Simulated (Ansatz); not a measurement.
in.yaml

```yaml
crystal:
  periodic: [false, false, false]
  atoms:
    - {symbol: Si, position_ang: [-0.000654, -0.093078, 1.769086]}
    - {symbol: Ge, position_ang: [-0.000135, 0.013219, -0.658153]}
    - {symbol: H, position_ang: [0.002033, 1.432640, 1.804104]}
    - {symbol: H, position_ang: [-0.031486, -1.361054, -1.353967]}
    - {symbol: H, position_ang: [1.269853, 0.747832, -1.142672]}
    - {symbol: H, position_ang: [-1.212415, 0.821483, -1.170072]}
basis:
  gaussian: {orbitals: cc-pVTZ}
magnetization: {spin_polarized: true, initial_magnetization: 0}
hamiltonian: {xc: {name: B3LYP}}
```

```sh
$ ansatz run in.yaml --threads 2 --pin off --events-out ev --progress --plain --max-ram 16896MiB --backend cuda --devices 0, --max-vram 18GiB
```

The program prints:

```
938 factors; their error is unknown
mean field evaluation 1: about -64461.2676 eV, gradient 1.2e1 eV
mean field evaluation 2: about -64461.7707 eV, gradient 7.3e0 eV
mean field evaluation 4: about -64462.1006 eV, gradient 4.8e-1 eV
mean field evaluation 8: about -64462.2842 eV, gradient 2.2e-1 eV
mean field evaluation 16: about -64462.2843 eV, gradient 1.6e-5 eV
mean field -64462.28431718 eV, -2368.9452545508 hartree, gradient 2.6e-6 eV, S^2 0.000000; 1 other end points of the search recorded, 0 dependent functions left out
reference -64462.28455698 eV, -2368.9452633632 hartree; 25, 25 occupied and 108, 108 virtual orbitals, 938 factors
Total energy: -64462.28455698 eV, -2368.9452633632 hartree
```

Ran on 2 threads of AMD EPYC 7R13 with a shared H100 80 GB, shared host: 3.5 s wall, 0.79 GiB peak host memory.
